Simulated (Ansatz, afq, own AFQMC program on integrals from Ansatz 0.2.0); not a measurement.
## Where AFQMC and coupled cluster stand for AlNH, quartet

```yaml
atoms:
  - { symbol: Al, position_ang: [0.0000, -0.2072, 1.2225] }
  - { symbol: N, position_ang: [0.0000, 0.2129, -2.5537] }
  - { symbol: H, position_ang: [0.0000, 2.5890, 2.7619] }
```

Connectivity, by distances: Al ··· N ··· H.

Basis cc-pVDZ. Noble-gas cores (and the filled d shells of Ga–Kr and In–Xe) are frozen. Ansatz 0.2.0 and our own AFQMC program on the same integrals; the CISD trial comes from CCSD amplitudes, and released means the phaseless constraint is let go. ± is one standard error of the sampling.

Determinant: ROHF, the one that the program's search chose, which needn't be the lowest solution. The geometry is a point of a scan.

No full CI on the walks' own integrals is used here; CCSDT(Q) serves as the reference and is uncertain by about the last step of the cluster series.

Cautions: lower spins were not checked; higher spins were not checked; a spin-contaminated unrestricted determinant lies lower (UHF 950 meV lower, ⟨S²⟩ 4.60); strong correlation (T1 0.059, weight of the determinant 0.76, largest double 0.36); the released energies move by 1.5 errors or more from one time to the next, so no released level is given (meV from the phaseless value at times in 1/Eh: -31 ± 14 at 0.24, -45 ± 18 at 0.51, -38 ± 20 at 0.99, -8 ± 25 at 1.62, -65 ± 25 at 2.40), though the last usable value meets CCSDT(Q) within the noise.

The T1 diagnostic is 0.0593. The weight of the determinant in the CISD state is 0.765 and the size of the correlated space is 9 electrons in 31 orbitals.

Reference: CCSDT(Q), correlation energy -5.103 eV.

```csv
level,E − E(reference) (meV),share of correlation (%)
HF,5102.9,0.00
MP2,1561.8,69.39
CCSD,159.2,96.88
CCSD(T),26.0,99.49
CCSDT,4.1,99.92
ph-AFQMC/CISD,83.4 ± 14.8,98.37
```

A walk keeps the symmetry of its determinant, which the program's search chose and which needn't be the lowest solution, so a lower state of the same spin and another symmetry isn't excluded.
